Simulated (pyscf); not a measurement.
Single points on ωB97X-D3(BJ)/def2-SVP structures (PySCF, gas phase).

**Question.** How much does it cost (ΔH, 298 K, ωB97M-D3(BJ)/def2-TZVP) to split H₃C–SnH₂–CH₃ at its H–Sn bond into H₃C–SnH•–CH₃ + H•?

**Answer.** H–Sn to H₃C–SnH•–CH₃ + H•: 75.9 kcal/mol. The 7 functionals that were run give +71.5 (M06-2X) to +77.5 kcal/mol (ωB97X-D3(BJ)). Other isomers of H₃C–SnH•–CH₃ were not searched in full and may lie lower. Elements past Kr carry the def2 core potentials, without spin-orbit coupling.
